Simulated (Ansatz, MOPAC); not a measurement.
**Elastic constant C11 of rock-salt KI: levels of theory against measurement**

Reference value: 27.6 GPa (measured, temperature not stated, not corrected to a static lattice; as tabulated in Oses et al. (2018), arXiv:1811.08464).

**Question.** Put these levels in order of the elastic constant C11 that they give for rock-salt KI, smallest first: PBE (Ansatz, an electronic-structure program), PBE0 (Ansatz), PM7 semi-empirical Hartree-Fock (MOPAC) (MOPAC).

**Answer.** PBE (24.1 GPa), PBE0 (25.9 GPa), PM7 semi-empirical Hartree-Fock (MOPAC) (42.4 GPa)

Unless a cell is named, each level is at its own relaxed cell (PM7 semi-empirical Hartree-Fock (MOPAC) 54.30, PBE 46.30, PBE0 45.49 Å³/atom).

Differences against the reference: PM7 semi-empirical Hartree-Fock (MOPAC) +54 %, PBE -12.7 %, PBE0 -6.2 %.

The reference has no zero-point or thermal correction, while the calculations are for a static lattice, so the differences are not the levels' errors alone. A static lattice is as a rule stiffer than a warm one, by over a tenth in soft solids.  PM7 semi-empirical Hartree-Fock (MOPAC): the method was fitted mainly to molecules. PM7 semi-empirical Hartree-Fock (MOPAC): the run uses a supercell at the zone centre in place of a k mesh. Each level is taken at its own relaxed cell. Ansatz's density-functional and Hartree–Fock values are scalar-relativistic unless marked +SOC, with PAW data made under PBE.

Differences are worked out from the printed values.
